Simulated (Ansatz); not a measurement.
# Al2: the cost of one run

Computed with Ansatz 0.2.0, Gaussian basis. Level: def2-QZVPP, all electrons in the functionals, frozen cores in the correlation of double hybrids and RPA.

Plan: PBE, BLYP, r2SCAN, B97M-V, PBE0, B3LYP, wB97M-V, B2PLYP, at charge 1, doublet; charge 1, quartet.

## (1) The geometry

The geometry is a PBE0/def2-TZVP stationary point (not a proven minimum).

2 atoms, charge 1, spin multiplicity 2.

Atoms are counted from 1 here; the program's logs count them from 0.

No contacts short enough for the rule that draws bonds.

No dispersion term is added; B97M-V, wB97M-V hold VV10 nonlocal correlation. B3LYP takes the VWN-RPA correlation.

The geometry shown and the zero of energy belong to the point charge 1, doublet. The yardstick, UCCSD(T), and other wave-function levels (R restricted, U unrestricted, valence and pair active spaces) come from earlier runs.

## (2) PBE, charge 1, doublet

in.yaml

```yaml
crystal:
  periodic: [false, false, false]
  atoms:
    - {symbol: Al, position_ang: [0.000000, 0.000000, 0.000000]}
    - {symbol: Al, position_ang: [0.000000, 0.000000, 3.237000]}
basis:
  gaussian: {orbitals: "def2-QZVPP.json"}
total_charge: 1
magnetization: {spin_polarized: true, initial_magnetization: 1}
hamiltonian: {xc: {name: PBE}}
output: {orbitals: {seedname: orbitals}}
```

Started as:

```console
$ ansatz run in.yaml --threads 1 --pin off --events-out ev --progress --plain --max-ram 2393MiB
```

**Question.** How long does this run take on 1 thread of Arm Neoverse V2, shared host?

About 6.5 s.
